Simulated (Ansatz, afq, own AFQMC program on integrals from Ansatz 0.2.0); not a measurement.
**Atomization energy of C$_{2}$H$_{4}$, singlet, worked out**

```yaml
atoms:
  - { symbol: C, position_ang: [0.0000, 0.0000, 0.6615] }
  - { symbol: C, position_ang: [0.0000, 0.0000, -0.6615] }
  - { symbol: H, position_ang: [0.0000, 0.9232, 1.2310] }
  - { symbol: H, position_ang: [0.0000, -0.9232, 1.2310] }
  - { symbol: H, position_ang: [0.0000, 0.9232, -1.2310] }
  - { symbol: H, position_ang: [0.0000, -0.9232, -1.2310] }
```

Connectivity, by distances: CH2–CH2.

Basis cc-pVDZ. Noble-gas cores (and the filled d shells of Ga–Kr and In–Xe) are frozen. Integrals, coupled cluster, full CI and functionals: Ansatz 0.2.0; the random walks run on the same integrals in our own AFQMC program. ph-AFQMC/CISD is guided by a CISD state made of CCSD amplitudes; releasing the constraint for a short imaginary time cuts its bias at the price of noise, slowly where states lie close. Error bars are statistical, one sigma.

Total energies in eV. CBS is CCSD(T) at the limit of def2-TZVPP/QZVPP (extrapolated itself); the highest rung of each member is named.

```tsv
member	count	CCSD(T)/cc-pVDZ	highest rung in cc-pVDZ	which	CCSD(T)/CBS
C (triplet)	+2	-1027.5122	-1027.5214	FCI	-1028.3149
H (doublet)	+4	-13.5861	-13.5861	FCI	-13.6059
C₂H₄, singlet	-1	-2132.1281	-2132.1618	CCSDT(Q)	-2135.4380
```

Task: Work out the best estimate of the atomization energy: the CCSD(T)/CBS difference plus the step from CCSD(T) to the highest rung.

Result: Sums with the counts: CCSD(T)/CBS 24.3846 eV, highest rung 22.7746 eV, CCSD(T)/cc-pVDZ 22.7593 eV. The step is 22.7746 − 22.7593 = 0.0153 eV, so the best estimate is 24.3846 + (0.0153) = 24.3999 eV. The basis set is worth 1.625 eV of it. Zero-point, core-correlation and spin–orbit terms aren't in it.

Best estimates are given only where the step beyond CCSD(T) is under 0.3 eV and no member's determinant is very poor (T1 over 0.05, or 0.07 for open shells, ⟨S²⟩ too high by 0.3, two states mixed), so the hardest cases are missing from such tables.

CCSDT and higher add their correlation energy to the determinant of the CCSD(T) run, since their own runs factorise the integrals more tightly (a shift of under 2 meV). Each member of a difference takes its own highest rung, so a best estimate needn't equal the limit plus the step of one row.
